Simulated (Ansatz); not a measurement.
# C2H3 (doublet): wave-function methods side by side at distance C1–H3 = 1.375 Å, cc-pVDZ

How much of the correlation energy of C2H3 (doublet) does each wave-function method recover here?

Program: Ansatz 0.2.0, Gaussian basis. Level of theory: cc-pVDZ, core rule «outside noble gas», up to 2 orbitals frozen. These are calculated values, not measurements.

Plan: UHF; CCSD(T) on ROHF; CCSD(T) on UHF; BCCD(T) on ROHF; CISD; CCSDT(Q) on ROHF; CCSDT(Q) on UHF; CASSCF and MRCISD+Q, 3 electrons in 3 orbitals; CASSCF and NEVPT2, 3 electrons in 3 orbitals.

23 further runs of the same task are left out: 1 for a mislabelled method, 18 that didn't finish, 4 set aside as unsound or not needed.

### Step 1. What is computed

The geometry derives from a PBE0/def2-TZVP stationary point (not a proven minimum). One bond is set to the value named and the two fragments are kept rigid.

5 atoms, charge 0, spin multiplicity 2.

Atoms are counted from 1 here; the program's logs count them from 0.

Bond lengths: C1–C2 1.428 Å, C1–H4 1.099 Å, C1–H5 1.099 Å. Angles: C2–C1–H4 118.1°, C2–C1–H5 118.1°, H4–C1–H5 112.4°.

### Step 2. UHF

Input file in.yaml:

```yaml
crystal:
  periodic: [false, false, false]
  atoms:
    - {symbol: C, position_ang: [-0.021225, 0.000000, 0.594498]}
    - {symbol: C, position_ang: [-0.034895, 0.000000, -0.833173]}
    - {symbol: H, position_ang: [1.353626, -0.000004, 0.614740]}
    - {symbol: H, position_ang: [-0.342446, 0.912927, 1.114664]}
    - {symbol: H, position_ang: [-0.342452, -0.912924, 1.114664]}
basis:
  gaussian: {orbitals: cc-pVDZ}
magnetization: {spin_polarized: true, initial_magnetization: 1}
hamiltonian: {xc: hf}
output: {orbitals: {seedname: orbitals}}
```

The run is started by

```bash
$ ansatz run in.yaml --threads 1 --pin off --events-out ev --progress --plain --max-ram 2393MiB
```

After this run come: CCSD(T) on ROHF; CCSD(T) on UHF; BCCD(T) on ROHF; CISD; CCSDT(Q) on ROHF; CCSDT(Q) on UHF; CASSCF and MRCISD+Q, 3 electrons in 3 orbitals; CASSCF and NEVPT2, 3 electrons in 3 orbitals.

Before running them: what should the planned runs give, taken together? Wanted: UCCSDT(Q) below the RHF energy; RMP2 from UCCSDT(Q); UMP2 from UCCSDT(Q); RCCSD from UCCSDT(Q); RCCSD(T) from UCCSDT(Q); UCCSD(T) from UCCSDT(Q); RCCSDT(Q) from UCCSDT(Q); T1 diagnostic.

As calculated:

| quantity | value |
| --- | --- |
| UCCSDT(Q) below the RHF energy | -7.6003 eV |
| RMP2 from UCCSDT(Q) | +123.1 kJ/mol |
| UMP2 from UCCSDT(Q) | +127.6 kJ/mol |
| RCCSD from UCCSDT(Q) | +24.9 kJ/mol |
| RCCSD(T) from UCCSDT(Q) | +3.7 kJ/mol |
| UCCSD(T) from UCCSDT(Q) | +3.9 kJ/mol |
| RCCSDT(Q) from UCCSDT(Q) | +0.1 kJ/mol |
| levels within 1 kcal/mol (43 meV) | RCCSD(T), UCCSD(T), BCCD(T), RCCSDT, UCCSDT, RCCSDT(Q) |
| T1 diagnostic | 0.018 |

What this shows: RCCSD(T) lands +3.7 kJ/mol from the yardstick (0.5 % of the correlation energy). These misses are within one basis, not against nature; the frozen cores of restricted and unrestricted runs differ, which can shift their rows.
